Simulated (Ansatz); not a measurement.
# A ladder of methods for PH3 (phosphine)

PH3: 4 atoms, total charge 0, spin state singlet. SMILES: `P`. The shape was relaxed beforehand at r2SCAN/def2-SVP.

```xyz
4

P     0.3517   -0.3319   -0.3383
H     0.6310   -0.0326    1.0313
H    -1.0098   -0.6632   -0.0559
H     0.0272    1.0277   -0.6370
```

Each level gives the dissociation energy of the H2–P1 bond into doublet H and doublet PH2 (shapes relaxed at r2SCAN/def2-SVP, no zero-point term) (eV). The values are calculated.

| level | kind | program | value (eV) |
| --- | --- | --- | --- |
| HF/def2-TZVPP | Hartree–Fock | Ansatz | 2.75 |
| SVWN5/def2-TZVPP | LDA | Ansatz | 4.18 |
| BLYP/def2-TZVPP | GGA | Ansatz | 3.69 |
| PBE0-D4/def2-TZVPP | global hybrid | Ansatz | 3.67 |
| CAM-B3LYP/def2-TZVPP | range-separated hybrid | Ansatz | 3.75 |
| wB97M-V/def2-TZVPP | range-separated hybrid | Ansatz | 3.83 |
| B2PLYP/def2-TZVPP | double hybrid | Ansatz | 3.72 |
| RPA@PBE/def2-TZVPP | RPA | Ansatz | 3.67 |

The values span 2.75 to 4.18 eV. Hartree–Fock misses the correlation of the electron pair that is broken and comes out low. Measured bond enthalpies also hold zero-point and thermal terms, a few tenths of an eV less.
